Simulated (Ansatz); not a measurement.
Barrier from HO (SMILES [OH], doublet) + CH4 (methane, SMILES C) to the saddle point below; all geometries are those of the HTBH38 set.
```xyz
7

C     -1.2115     0.0080     0.0004
O      1.2940    -0.1087     0.0001
H      0.0095    -0.1180     0.0028
H     -1.5255    -0.2332     1.0101
H     -1.4307     1.0332    -0.2781
H     -1.5527    -0.7101    -0.7377
H      1.4166     0.8499    -0.0006
```
Charge 0, spin multiplicity 2.

Total energies in hartree (Ansatz, an electronic-structure program). UHF or UKS for unpaired electrons; spin-orbit terms are left out. Cores are frozen in correlated methods. No relativity. The UHF reference of CH5O (saddle point or complex, doublet) is spin-contaminated (<S^2> up to 0.04 over the pure value in the sets run).

```tsv
species	HF/aug-cc-pVTZ	CCSD(T)/aug-cc-pVTZ	HF/aug-cc-pVQZ	CCSD(T)/aug-cc-pVQZ	CCSD(T)/aug-cc-pVDZ	CCSDT(Q)/aug-cc-pVDZ
1: HO (SMILES [OH], doublet)	-75.42167	-75.64557	-75.42667	-75.66449	-75.58398	-75.58459
2: CH4 (SMILES C)	-40.21363	-40.44092	-40.21625	-40.45173	-40.39523	-40.39583
3: CH5O (complex or saddle point, doublet)	-115.59301	-116.07633	-115.60046	-116.10624	-115.96890	-115.97070
```

Q: Work out the barrier height (electronic, no zero-point energy) in kcal/mol: take Hartree-Fock from aug-cc-pVQZ, extrapolate the CCSD(T) correlation energy as X^-3 (X = 3, 4), and add CCSDT(Q) - CCSD(T) in aug-cc-pVDZ. 1 hartree = 627.51 kcal/mol.

A: 
Species 1: correlation (64·(-0.23782) - 27·(-0.22390))/37 = -0.24798; step -0.00061; E1 = -75.42667 + (-0.24798) + (-0.00061) = -75.67526
Species 2: correlation (64·(-0.23548) - 27·(-0.22729))/37 = -0.24146; step -0.00060; E2 = -40.21625 + (-0.24146) + (-0.00060) = -40.45831
Species 3: correlation (64·(-0.50578) - 27·(-0.48332))/37 = -0.52217; step -0.00180; E3 = -115.60046 + (-0.52217) + (-0.00180) = -116.12443
-1·E1 -1·E2 +1·E3 = 0.00914 hartree = 5.7 kcal/mol. Published benchmark value: 6.7 kcal/mol (Zhao et al., J. Phys. Chem. A 109, 2012 (2005), HTBH38), a best estimate, not a measurement. The composite differs from it by -1.0 kcal/mol; core, relativistic and spin-orbit terms are not in it.
